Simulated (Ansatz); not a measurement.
**BPH6 (SMILES [BH3-][PH3+]): entropy by statistical mechanics**

A singlet with charge 0, relaxed at r2SCAN/def2-TZVP (Ansatz 0.2.0):

```xyz
8

B    -0.5562    0.2273   -0.9141
P     0.4329   -0.1812    0.6663
H    -1.6933    0.3433   -0.5223
H    -0.3688   -0.7288   -1.6287
H    -0.0571    1.2536   -1.3111
H     0.4205    0.7540    1.7203
H     1.8230   -0.3808    0.5495
H     0.0910   -1.3445    1.3843
```

Harmonic wavenumbers in cm⁻¹: 253, 375, 375, 576, 831, 831, 1012, 1083, 1122, 1122, 1142, 1142, 2451, 2454, 2464, 2464, 2538, 2538.

Masses in u: B 10.81, P 30.974, H 1.008. Take T = 298.15 K, p = 1 bar, R = 8.3145 J/(mol K), kT/hc = 207.22 cm⁻¹, rigid rotor and harmonic oscillator.

Compute the standard molar entropy.


1. Translation (Sackur–Tetrode): S = R[3/2 ln M + 5/2 ln T − 1.1517] with M = 47.832 gives 157.1 J/(mol K).
2. Rotation: principal moments 8.823, 46.403, 46.403 u Å² give A, B, C = 1.9106, 0.3633, 0.3633 cm⁻¹; the symmetry number is σ = 3; q = (√π/σ)√((kT/hc)³/ABC) = 3510; S = R(ln q + 3/2) = 80.3.
3. Vibration: with u = ν̃/207.22, each mode gives R[u/(eᵘ − 1) − ln(1 − e⁻ᵘ)]; the sum is 21.2, most from 253 cm⁻¹ (7.2), 375 cm⁻¹ (4.4), 375 cm⁻¹ (4.4).
4. Electronic: R ln 1 = 0.0, from the spin multiplicity alone.
5. Sum: 157.1 + 80.3 + 21.2 + 0.0 = 258.6 J/(mol K).

No measured value is set beside it here. Where a soft mode is a torsion, a harmonic oscillator describes it poorly.
